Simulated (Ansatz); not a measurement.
## α-phase B

All values below come from PBE0 (PAW; Ansatz, a program for electronic structure).

Numerical settings: plane-wave cutoff 500 eV, 6×6×6 k mesh, gaussian smearing 0.02 eV, scalar-relativistic PAW data made under PBE.

Cell: relaxed with r²SCAN: a = 4.899 Å, b = 4.899 Å, c = 12.513 Å, α = 90.00°, β = 90.00°, γ = 120.00°.

For α-phase B, the band gap is 2.77 eV (on the SCF k mesh).

Measured, for comparison: band gap 2.15 ± 0.02 eV (temperature not stated, no zero-point or thermal correction, EELS, this work, our sources range from 2.00 to 2.40; as tabulated in Parakhonskiy et al. (2011), doi:10.1038/srep00096). Computed (rounded) less measured: band gap not scored (sources differ).

Note: cell and atoms aren't relaxed at this level (largest force component 0.07 eV/Å, pressure -2.3 GPa).

Computed values are for the static lattice.

Computing time: about 2.9 core-minutes (a rough figure).
